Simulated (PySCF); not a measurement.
SiH3(NHMe), CH₇NSi.
Geometry (PBE0-D3(BJ)/def2-SVP, Å), atoms numbered from 1 in this order:
```xyz
10
CH7NSi angstrom
Si     0.5589    0.9645    0.8674
H      0.5301    0.9321    2.3602
H      1.9849    1.0359    0.4054
H     -0.0927    2.2288    0.3887
N     -0.2548   -0.4567    0.3281
C     -0.4831   -0.8313   -1.0433
H     -0.6239   -1.0989    1.0174
H     -1.5571   -0.8919   -1.3000
H     -0.0409   -0.0814   -1.7184
H     -0.0216   -1.8013   -1.3054
```

The closed-shell ground state was solved at several levels (PySCF, density fitting, gas phase, non-relativistic).

| level | basis functions | HOMO (eV) | LUMO (eV) | gap (eV) | dipole (D) |
| --- | --- | --- | --- | --- | --- |
| B3LYP/pcSseg-1 | 93 | -6.39 | 0.49 | 6.88 | 1.26 |
| PBE0/pcSseg-1 | 93 | -6.62 | 0.72 | 7.34 | 1.26 |

Task: Estimate the row for wB97X-D/def2-SVPD, a basis of 120 functions; the other rows only guide the guess.

Result: HOMO -8.58 eV, LUMO 2.04 eV, gap 10.62 eV, dipole 1.21 D.

Task: Over all these levels, which gives the widest orbital gap and which the narrowest?

Result: wB97X-D/def2-SVPD (range-separated hybrid) has the widest, 10.62 eV, and B3LYP/pcSseg-1 (global hybrid, 20 % exact exchange) the narrowest, 6.88 eV. Functional and basis both differ between the two, so the spread mixes both effects.

Task: How far do the dipole and the HOMO energy spread over the levels?

Result: The dipole runs from 1.21 to 1.26 D (mean 1.25 D) and the HOMO from -8.58 to -6.39 eV.
